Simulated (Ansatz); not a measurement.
# SiHO+ (triplet): the correlation ladder, cc-pVDZ

An exercise on one series of results from a longer session: the logs are not shown, and one member is left open.

The runs use Ansatz 0.2.0, Gaussian basis; cc-pVDZ, core rule «outside noble gas», up to 6 orbitals frozen.

The runs, in order: UHF; CCSD(T) on ROHF; CCSD(T) on UHF; BCCD(T) on ROHF; CISD; CCSDT(Q) on ROHF; CCSDT(Q) on UHF; CASSCF and MRCISD+Q, 10 electrons in 9 orbitals; CASSCF and NEVPT2, 10 electrons in 9 orbitals.

35 further runs of the same task are left out: 9 for a known fault of the program, 10 that didn't finish, 16 set aside as unsound or not needed.

## The system

The geometry is a PBE0/def2-TZVP stationary point (not a proven minimum) of the parent state, kept for this charge and spin.

3 atoms, charge 1, spin multiplicity 3.

Atoms are counted from 1 here; the program's logs count them from 0.

Bond lengths: Si1–O2 1.728 Å, Si1–H3 1.496 Å. Angles: O2–Si1–H3 115.5°.

Geometry (Å):

```
Si    0.0000   -0.0944    0.5921
O     0.0000    0.0915   -1.1262
H     0.0000    1.1795    1.3768
```

The first run:

The input, in.yaml:

```yaml
crystal:
  periodic: [false, false, false]
  atoms:
    - {symbol: Si, position_ang: [0.000000, -0.094440, 0.592147]}
    - {symbol: O, position_ang: [0.000000, 0.091474, -1.126196]}
    - {symbol: H, position_ang: [0.000000, 1.179495, 1.376770]}
basis:
  gaussian: {orbitals: cc-pVDZ}
total_charge: 1
magnetization: {spin_polarized: true, initial_magnetization: 2}
hamiltonian: {xc: hf}
output: {orbitals: {seedname: orbitals}}
```

The run is started by

```console
$ ansatz run in.yaml --threads 1 --pin off --events-out ev --progress --plain --max-ram 2393MiB
```

Steps of the session up to this table: UHF; CCSD(T) on ROHF; CCSD(T) on UHF; BCCD(T) on ROHF; CISD; CCSDT(Q) on ROHF; CCSDT(Q) on UHF; CASSCF and MRCISD+Q, 10 electrons in 9 orbitals; CASSCF and NEVPT2, 10 electrons in 9 orbitals.

One table of the session follows, with a row left open; its other results are not shown here.

It belongs to the step «Misses and costs». 

| method | from UCCSDT(Q) (kcal/mol) |
| --- | --- |
| ROHF | +150.99 |
| UHF | +146.83 |
| RMP2 | ? |
| UMP2 | +21.72 |
| CISD | +14.06 |
| RCCSD | +5.59 |
| UCCSD | +5.48 |
| RCCSD(T) | +1.40 |
| UCCSD(T) | +1.40 |
| BCCD(T) | +1.46 |
| RCCSDT | +0.49 |
| UCCSDT | +0.47 |
| RCCSDT(Q) | +0.15 |
| UCCSDT(Q) | 0 |
| CASSCF valence | +97.88 |
| NEVPT2 valence | +20.61 |
| MRCISD valence | +5.79 |
| MRCISD+Q valence | +1.17 |

**Question.** Estimate the row for RMP2.

As computed: from UCCSDT(Q) (kcal/mol): +21.86. In the column «from UCCSDT(Q) (kcal/mol)» it lies between UMP2 (+21.72) and CASSCF valence (+97.88).

To keep in mind: Restricted and unrestricted rows rest on different reference determinants; where their highest levels disagree by more than a few hundredths of an eV, they describe different states and don't form one ladder.
